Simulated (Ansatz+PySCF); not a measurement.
Values are calculated unless marked as measured or tabulated.
## PySCF 2.14.0 run

```python
from pyscf import gto, scf, cc

mol = gto.M(atom="""
Mg 0.000000 0.000000 0.000000
O 0.000000 0.000000 1.880000
""", basis='6-31g', charge=0, spin=0)
mf = scf.RHF(mol)
mf.kernel()
mycc = cc.CCSD(mf, frozen=6).run()
et = mycc.ccsd_t()
print(mf.e_tot, mycc.e_corr, et, mycc.e_tot + et)
```

The script is written out from the run's settings.

Output:

| Property | Result |
| --- | --- |
| Converged | yes |
| Reference energy | -274.30240 hartree |
| CCSD correlation energy | -0.19862 hartree |
| Triples correction | -0.01159 hartree |
| Total energy | -274.51261 hartree |
| Spin squared of the determinant | 0.000 |

Caution: large amplitudes, a single reference is doubtful.
